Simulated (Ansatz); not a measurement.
The standard entropy of C2H5O− (ethanolate) from a frequency calculation

A singlet with charge -1, relaxed at PBE0-D4/def2-TZVPD (Ansatz 0.2.0):

```xyz
8

C    -0.4407    0.5761   -0.2580
C     0.4556   -0.5738    0.2620
O     1.6965   -0.2109    0.5533
H    -1.4638    0.2344   -0.4888
H     0.0034    1.0067   -1.1638
H    -0.4927    1.3707    0.4963
H     0.3695   -1.3840   -0.5323
H    -0.1278   -1.0193    1.1314
```

Harmonic wavenumbers in cm⁻¹: 279, 426, 767, 833, 1037, 1157, 1229, 1255, 1316, 1363, 1438, 1450, 1477, 2497, 2579, 2956, 3042, 3069.

Masses in u: C 12.011, O 15.999, H 1.008. Take T = 298.15 K, p = 1 bar, R = 8.3145 J/(mol K), kT/hc = 207.22 cm⁻¹, rigid rotor and harmonic oscillator.

Problem. Compute the standard molar entropy.

Solution. 
1. Translation (Sackur–Tetrode): S = R[3/2 ln M + 5/2 ln T − 1.1517] with M = 45.061 gives 156.3 J/(mol K).
2. Rotation: principal moments 13.022, 51.829, 58.518 u Å² give A, B, C = 1.2946, 0.3253, 0.2881 cm⁻¹; the symmetry number is σ = 1; q = (√π/σ)√((kT/hc)³/ABC) = 15179; S = R(ln q + 3/2) = 92.5.
3. Vibration: with u = ν̃/207.22, each mode gives R[u/(eᵘ − 1) − ln(1 − e⁻ᵘ)]; the sum is 13.0, most from 279 cm⁻¹ (6.4), 426 cm⁻¹ (3.6), 767 cm⁻¹ (1.0).
4. Electronic: R ln 1 = 0.0, from the spin multiplicity alone.
5. Sum: 156.3 + 92.5 + 13.0 + 0.0 = 261.8 J/(mol K).

No measured value is set beside it here. Where a soft mode is a torsion, a harmonic oscillator describes it poorly.
